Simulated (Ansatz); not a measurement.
# Energy profile

The step: C₂H₂ (C#C) + AlH₃ → C₂H₅Al ([CH2][CH][AlH2]); bonds formed: Al1–C5, H2–C6; bonds broken: Al1–H2 (atoms numbered as in the saddle structure below).

Al1  (-0.799, -0.590, -0.442)
H2  (-0.465, -1.001, 1.110)
H3  (-0.254, -1.657, -1.483)
H4  (-2.149, 0.233, -0.575)
C5  (0.741, 0.880, -0.280)
C6  (0.793, 0.388, 0.850)
H7  (1.061, 1.566, -1.038)
H8  (1.071, 0.181, 1.860)
(Å)

Electronic energies by CCSD(T) at an estimated basis limit (MP2 extrapolated from triple and quadruple zeta, plus CCSD(T) − MP2 in triple zeta), on PBE0-D4/def2-TZVP structures; C$_{2}$H$_{5}$Al, singlet; no counterpoise correction. Program: Ansatz 0.2.0. Basis: def2-TZVPP and def2-QZVPP. Cores are frozen in the correlated methods. Extrapolation: Hartree–Fock as exp(−7.88 √X), correlation as X^−2.97.

Task: Give the profile in eV, counted from the separated reactants. (To be estimated.)

Result: By the calculation:
```json
{"point": "separated: AlH$_{3}$ (Al1, H2, H3, H4; singlet) + C$_{2}$H$_{2}$ (linked as [CH][CH]; C5, C6, H7, H8; singlet)", "eV": "0.000"}
{"point": "start structure", "eV": "-0.441"}
{"point": "saddle", "eV": "0.049"}
{"point": "end structure", "eV": "-2.053"}
```

No T1 diagnostic of these runs exceeds 0.019.

For scale, one of the runs: CCSD(T)/def2-TZVPP, 174 basis functions, launched by `ansatz run in.yaml --threads 2 --pin off --events-out ev --progress --plain --max-ram 4352MiB`. Time: 14 s of wall clock on 2 CPU threads of an AMD EPYC 7R13; the host was shared. Peak host memory: 1.5 GiB.
